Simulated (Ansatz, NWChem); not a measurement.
Predicting a hybrid from its neighbours: CS2 (carbon disulfide)

The species is CS2 (3 atoms), meant as a singlet with charge 0. SMILES: `S=C=S`. Geometry: relaxed at PBE0-D4/def2-TZVP.

The vertical energy of the triplet above the singlet y, in eV, basis cc-pVTZ; a is the functional's share of exact exchange. Programs: Ansatz 0.2.0, NWChem 7.3.0.

```
functional  program     a  y (eV)
      TPSS   NWChem     0    3.47
      BLYP   Ansatz     0    3.51
     B3LYP   Ansatz   0.2       ?
   r2SCAN0   Ansatz  0.25    3.33
      PBE0   Ansatz  0.25    3.39
     BHLYP   Ansatz   0.5    3.23
```

Fit y = c + s·a to the known rows and predict B3LYP.


1. Means of the 5 rows: a = 0.2000, y = 3.386.
2. Σ(Δa)² = 0.175, Σ(Δa·Δy) = -0.091, so the slope is -0.091/0.175 = -0.52.
3. Intercept: 3.386 − (-0.52) × 0.2000 = 3.490. The largest residual of the fit is 0.030.
4. B3LYP: 3.490 + (-0.52) × 0.2 = 3.39 eV.

The run gave 3.42 eV, so the prediction is off by -0.03 eV, about the scatter of the fit. Exact exchange favours the state with more unpaired electrons. The rows mix families of semi-local functionals, which the line can't see.
